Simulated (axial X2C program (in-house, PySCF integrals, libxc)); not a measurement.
## Photoelectron levels of ClF by EOM-IP-CCSD

Calculated with an in-house all-electron X2C program for linear molecules (integrals from PySCF): two-component X2C with atomic mean-field Coulomb and Gaunt terms, Gaussian nuclei, basis Cl dyall-av3z, F dyall-av3z with contracted cores.

R = 1.876 Å (1.150 times 1.631 Å, the PBE0 minimum at charge 0 for the lowest determinant).

Vertical ionisation energies of ClF to the states of ClF⁺:

```tsv
Ω of ClF⁺	vertical IE (eV)	above lowest (cm⁻¹)	ionised spinor	one-hole weight
3/2	13.188	0	77% Cl pπ, 20% F pπ	0.94
1/2	13.264	613	77% Cl pπ, 20% F pπ	0.94
3/2	15.694	20213	78% F pπ, 20% Cl pπ	0.90
1/2	15.737	20557	77% F pπ, 21% Cl pπ	0.90
1/2	17.009	30816	62% F pσ, 30% Cl pσ	0.91
```

(1) What is the splitting of the first π pair in the table, and is it regular or inverted?

This point took 17 s on 1 thread of Arm Neoverse N1 (shared host).

Reference electrons by ω block (each with its −ω partner): 1/2: 10, 3/2: 3. 14 electrons of ClF correlated (inner shells frozen), 92 natural virtual spinors (a truncated set); levels can be off by some tenths of an eV. Roots sought by Ω: (1/2: 4, 3/2: 3, 5/2: 1); rows need 60 % one-particle weight and stop where some Ω has no more roots. Missing are any skipped roots, higher Ω and states of a further excitation; these come out far too high here and may in truth be low or lowest. T1 of the reference 0.015 (Lee–Taylor). Number of frozen shells: Cl 2 s, 1 p; F 1 s. Large amplitudes in the reference (orbital relaxation or multireference character) lower the reliability.

Results:

(1) E(3/2) − E(1/2) = 0 − 613 = -613 cm⁻¹ at EOM-IP-CCSD: inverted, Ω = 3/2 lower. Splittings at this level can be off by ten to twenty per cent.
